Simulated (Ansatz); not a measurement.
Results of r²SCAN+rVV10 in Ansatz (plane waves, PAW) for hcp Zr.

Settings: plane-wave cutoff 560 eV, 18×18×12 k mesh (along the axes of the cell as run), Fermi–Dirac smearing 0.05 eV, scalar-relativistic PAW data made under PBE.

Properties against volume:

Shape and atoms are relaxed at each volume.

```
V (Å³/atom)  P (GPa)  c (Å)  a (Å)
-----------  -------  -----  -----
22.338          4.20  5.074  3.188
22.804          2.01  5.106  3.211
23.269          0.00  5.137  3.234
23.734         -1.86  5.168  3.257
24.200         -3.57  5.200  3.278
```

Note: the bulk modulus comes from volumes at which shape and atoms were relaxed.

Ansatz is a program for electronic structure.
